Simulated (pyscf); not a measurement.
A first-order saddle from PySCF, ωB97X-D3(BJ)/def2-SVP:

```xyz
9

C     -0.6731     0.4726    -0.1932
C      0.4020    -0.2649     0.5678
H     -0.2929     1.2519    -0.8704
H     -1.3966    -0.1538    -0.7379
H      1.4489     0.0239     0.4122
H      0.2288    -1.3240     0.7933
N     -1.1993     1.0814     1.0629
H     -0.1330     0.5371     1.5754
H     -1.9055     0.4236     1.4226
```
Charge 0, spin multiplicity 2.

Surface: doublet, charge 0. Lowest wavenumbers (cm⁻¹): 2159i, 357, 675, 743, 842.

Problem. Name the species on either side of this saddle.

Solution. H₃C–CH₂–NH• ⇌ •H₂C–CH₂–NH₂, a hydrogen shift read from left to right: C–H broken and H–N formed. At CCSD(T)/def2-TZVPP + ΔMP2(QZVPP) it lies +1.61 eV from the left side and +1.56 eV from the right (each side as separated species at their lowest minima found). The same reactants have a lower exit, to H₂C=NH + CH₃• (barrier +1.28 eV at ωB97M-D3(BJ), against +1.64 eV here). H₃C–CH₂–NH• lies 0.39 eV over its isomer H₃C–CH•–NH₂, and others may lie lower still (electronic energy, ωB97M-D3(BJ)). •H₂C–CH₂–NH₂ lies 0.48 eV over its isomer H₃C–CH•–NH₂, and others may lie lower still (electronic energy, ωB97M-D3(BJ)). One saddle was located; it need not be the lowest between these sides. The CCSD(T) − MP2 part came from Ansatz, without density fitting, on the same reference.
